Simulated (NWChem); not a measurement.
# Cl2 (chlorine): M06-2X/aug-cc-pVTZ

Aim: the energy change on altering one bond length of Cl2 (chlorine) at M06-2X/aug-cc-pVTZ, from 2 runs. 

The calculation is run with NWChem 7.3.0.

3 further runs of the same task are left out: 3 set aside as unsound or not needed. Runs told in other sessions of the task aren't counted.

**1. The system as given**

Cl2 has 2 atoms, charge 0, and is taken as a singlet. As SMILES, `ClCl`. The shape is that of a PBE0-D4/def2-TZVP optimisation.

Bond lengths: Cl1–Cl2 1.982 Å.

**2. Energy and forces at M06-2X/aug-cc-pVTZ**

The input, sp.nw:

```
start sp
title "Cl2"
memory total 2200 mb
charge 0

geometry units au noautosym nocenter noautoz
  Cl     1.59812249    -0.53214688     0.81938525
  Cl    -1.59812249     0.53214688    -0.81938525
end

basis "ao basis" spherical bse
  * library aug-cc-pVTZ
end

dft
  xc m06-2x
  mult 1
  grid fine
  convergence energy 1e-08
  iterations 100
  mulliken
  print low
end

task dft gradient
```

On the command line:

```bash
nwchem sp.nw > sp.out
```

What it wrote:

```text
Northwest Computational Chemistry Package (NWChem) 7.3.0
             --------------------------------------------------------

           Job information
           ---------------

    nwchem branch   = 7.3.0
    use scalapack   = T
    input           = sp.nw
    prefix          = sp.
    data base       = ./sp.db
    status          = startup
    nproc           =        1

           Memory information
           ------------------

    heap     =     72089598 doubles =      550.0 Mbytes
    stack    =     72089595 doubles =      550.0 Mbytes
    global   =    144179200 doubles =     1100.0 Mbytes (distinct from heap & stack)
    total    =    288358393 doubles =     2200.0 Mbytes
    verify   = yes
    hardfail = no

           Directory information
           ---------------------

  0 permanent = .
  0 scratch   = .

                                NWChem Input Module
                                -------------------

                                        Cl2
                                        ---

                             Geometry "geometry" -> ""
                             -------------------------

 Output coordinates in a.u. (scale by  1.000000000 to convert to a.u.)

  No.       Tag          Charge          X              Y              Z
 ---- ---------------- ---------- -------------- -------------- --------------
    1 Cl                  17.0000     1.59812249    -0.53214688     0.81938525
    2 Cl                  17.0000    -1.59812249     0.53214688    -0.81938525

      Atomic Mass
      -----------

      Cl                34.968850

 Effective nuclear repulsion energy (a.u.)      77.1441324005

            Nuclear Dipole moment (a.u.)
            ----------------------------
        X                 Y               Z
 ---------------- ---------------- ----------------
     0.0000000000     0.0000000000     0.0000000000

            XYZ format geometry
            -------------------
     2
 geometry
 Cl                    0.84569006    -0.28160002     0.43360003
 Cl                   -0.84569006     0.28160002    -0.43360003

 ==============================================================================
                                internuclear distances
 ------------------------------------------------------------------------------
       center one      |      center two      | atomic units |       a.u.
 ------------------------------------------------------------------------------
    2 Cl               |   1 Cl               |     3.74623  |     3.74623
 ------------------------------------------------------------------------------
                         number of included internuclear distances:          1
 ==============================================================================

 Summary of "ao basis" -> "" (spherical)
 ------------------------------------------------------------------------------
       Tag                 Description            Shells   Functions and Types
 ---------------- ------------------------------  ------  ---------------------
 *                        aug-cc-pVTZ                 on all atoms

                                 NWChem DFT Module
                                 -----------------

                                        Cl2

                      Basis "ao basis" -> "ao basis" (spherical)
                      -----
  [basis functions not shown]

 Summary of "ao basis" -> "ao basis" (spherical)
 ------------------------------------------------------------------------------
       Tag                 Description            Shells   Functions and Types
 ---------------- ------------------------------  ------  ---------------------
 Cl                       aug-cc-pVTZ               16       50   6s5p3d2f

  Caching 1-el integrals
   Time after variat. SCF:      2.1

     ---------------------------------------------
      Total Density - Mulliken Population Analysis
     ---------------------------------------------

    Atom       Charge   Shell Charges
 -----------   ------   -------------------------------------------------------
    1 Cl  17    17.00   2.00  1.88  0.19  1.19  0.68  0.01  5.82  1.03  2.81  1.31  0.02  0.01  0.04  0.00  0.00  0.01
    2 Cl  17    17.00   2.00  1.88  0.19  1.19  0.68  0.01  5.82  1.03  2.81  1.31  0.02  0.01  0.04  0.00  0.00  0.01
   Time prior to 1st pass:      2.1

           Memory utilization after 1st SCF pass:
           Heap Space remaining (MW):       37.68            37683406
          Stack Space remaining (MW):       72.09            72088980

   convergence    iter        energy       DeltaE   RMS-Dens  Diis-err    time
 ---------------- ----- ----------------- --------- --------- ---------  ------
 d= 0,ls=0.0,diis     1   -920.3518818252 -9.97D+02  4.14D-03  4.43D-01     6.1
 d= 0,ls=0.0,diis     2   -920.3656840744 -1.38D-02  1.55D-03  8.99D-02    10.0
 d= 0,ls=0.0,diis     3   -920.3743072340 -8.62D-03  4.03D-04  1.16D-02    13.9
 d= 0,ls=0.0,diis     4   -920.3756928755 -1.39D-03  5.38D-05  3.11D-05    17.8
 d= 0,ls=0.0,diis     5   -920.3756974546 -4.58D-06  1.45D-05  2.95D-06    21.7
 d= 0,ls=0.0,diis     6   -920.3756977576 -3.03D-07  2.29D-06  3.00D-08    25.6
 d= 0,ls=0.0,diis     7   -920.3756977635 -5.92D-09  2.70D-07  2.06D-10    29.5

         Total DFT energy =     -920.375697763484
      One electron energy =    -1423.761598093991
           Coulomb energy =      482.681746410526
    Exchange-Corr. energy =      -56.439978480487
 Nuclear repulsion energy =       77.144132400468

 Numeric. integr. density =       33.999999946399

     Total iterative time =     27.4s

     ---------------------------------------------
      Total Density - Mulliken Population Analysis
     ---------------------------------------------

    Atom       Charge   Shell Charges
 -----------   ------   -------------------------------------------------------
    1 Cl  17    17.00   2.00  1.81  0.24  1.24  0.64 -0.01  5.82  1.10  2.77  1.27  0.02  0.01  0.06  0.01  0.01  0.01
    2 Cl  17    17.00   2.00  1.81  0.24  1.24  0.64 -0.01  5.82  1.10  2.77  1.27  0.02  0.01  0.06  0.01  0.01  0.01

     -------------------------------------------
      Total Density - Lowdin Population Analysis
     -------------------------------------------

    Atom       Charge   Shell Charges
 -----------   ------   -------------------------------------------------------
    1 Cl  17    17.00   1.98  1.32  0.65  1.03  0.52  0.16  5.04  1.67  2.64  1.27  0.16  0.01  0.10  0.31  0.01  0.14
    2 Cl  17    17.00   1.98  1.32  0.65  1.03  0.52  0.16  5.04  1.67  2.64  1.27  0.16  0.01  0.10  0.31  0.01  0.14

                         DFT ENERGY GRADIENTS

    atom               coordinates                        gradient
                 x          y          z           x          y          z
   1 Cl      1.598122  -0.532147   0.819385   -0.004756   0.001584  -0.002438
   2 Cl     -1.598122   0.532147  -0.819385    0.004756  -0.001584   0.002438

 Task  times  cpu:       42.6s     wall:       42.6s
 Total times  cpu:       42.6s     wall:       42.6s
```

Wall time 43 s (1 thread of AMD EPYC 7B13 (Zen 3), shared host); peak memory 0.13 GiB.

**3. The distorted shape: a single-point energy at M06-2X/aug-cc-pVTZ**

The input, cl2.xyz:

```xyz
2

Cl     1.099410    -0.366084     0.563687
Cl    -0.845690     0.281600    -0.433600
```

The input, cl2.nw:

```
echo
start cl2
memory stack 880 mb heap 220 mb global 1100 mb
geometry noautosym nocenter noautoz
load format xyz cl2.xyz
end
basis spherical bse
* library aug-cc-pVTZ
end
dft
xc m06-2x
mult 1
grid fine
convergence energy 1e-08
iterations 100
mulliken
noprint "final vectors analysis"
end
task dft
```

On the command line:

```bash
nwchem cl2.nw > cl2.out
```

What it wrote:

```text
[...]
          Wavefunction type:  closed shell.
          No. of atoms     :     2
          No. of electrons :    34
[...]
          Charge           :     0
          Spin multiplicity:     1
[...]
          AO basis - number of functions:   100
[...]
              XC Information
              --------------
                       M06-2X Method XC Functional
                     Hartree-Fock (Exact) Exchange  0.540
                        M06-2X Exchange Functional  1.000
                      M06-2X Correlation Potential  1.000
[...]
 d= 0,ls=0.0,diis     1   -920.3364468017 -9.87D+02  3.51D-03  3.86D-01     5.9
[...]
 d= 0,ls=0.0,diis     7   -920.3544712041 -5.84D-09  2.40D-07  1.71D-10    28.7
         Total DFT energy =     -920.354471204122
      One electron energy =    -1403.618045224868
           Coulomb energy =      472.526867159340
    Exchange-Corr. energy =      -56.344702513469
 Nuclear repulsion energy =       67.081409374874
[...]
      Total Density - Mulliken Population Analysis
     ---------------------------------------------
    Atom       Charge   Shell Charges
 -----------   ------   -------------------------------------------------------
    1 Cl  17    17.00   2.00  1.82  0.24  1.25  0.65 -0.00  5.82  1.09  2.71  1.35  0.02  0.00  0.03  0.01  0.00  0.01
    2 Cl  17    17.00   2.00  1.82  0.24  1.25  0.65 -0.00  5.82  1.09  2.71  1.35  0.02  0.00  0.03  0.01  0.00  0.01
[...]
```

Run time: 29 s. Hardware: 1 thread of AMD EPYC 7B13 (Zen 3), shared host; peak memory 0.12 GiB.

**4. What came out**

Level: M06-2X/aug-cc-pVTZ.

```
                                                           quantity          value
                                          first shape: total energy  -920.37570 Eh
                              first shape: largest force on an atom     0.287 eV/Å
                                      distorted shape: total energy  -920.35447 Eh
                                     distorted shape: dipole moment         0.00 D
energy change with the Cl1–Cl2 bond stretched from 1.982 to 2.280 Å       0.578 eV
```

With the Cl1–Cl2 bond stretched from 1.982 to 2.280 Å the energy rises by 0.58 eV (55.7 kJ/mol). The first shape isn't relaxed at this level, so the change isn't measured from a minimum. The largest force (first shape) is 0.29 eV/Å: the shape isn't a stationary point for this species at this level.
